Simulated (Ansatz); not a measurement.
Geometry optimisation, Ansatz, RKS PBE/def2-SVP.

Input:

```yaml
crystal:
  periodic: [false, false, false]
  atoms:
    - { symbol: Al, position_ang: [0.274178, 0.0, 0.06073] }
    - { symbol: F, position_ang: [0.728259, 0.0, 1.67085] }
    - { symbol: H, position_ang: [1.794849, 0.0, -0.23252] }
    - { symbol: H, position_ang: [-1.185186, 0.0, -0.56826] }
basis:
  gaussian: { orbitals: def2-SVP }
hamiltonian:
  xc: pbe
relax:
  f_tol: 0.03
  max_steps: 50
output:
  orbitals: {}
```

Launched with:

```bash
$ ansatz run input.yaml --threads 1 --pin off --max-ram 2048MiB --backend cpu --events-out ev --progress --plain --runs-dir out
```

Where does it end, and by what steps?

The run converged. After 5 steps the energy has fallen by 0.590 eV; H3 moved furthest, 0.35 Å.

```tsv
step	energy less start (eV)	largest force component (eV/Å)	accepted
0	0.0000	1.576	yes
1	-0.4616	0.619	yes
2	-0.5796	0.610	yes
3	-0.5786	0.869	no
4	-0.5894	0.056	yes
5	-0.5895	0.001	yes
```

```xyz
4
Properties=species:S:1:pos:R:3
Al 0.401 0.000 0.170
F 0.444 0.000 1.851
H 1.804 0.000 -0.582
H -1.038 0.000 -0.509
```

The run took 5.1 s on 1 thread of Arm Neoverse V1, on a shared host, peak memory 0.097 GiB.
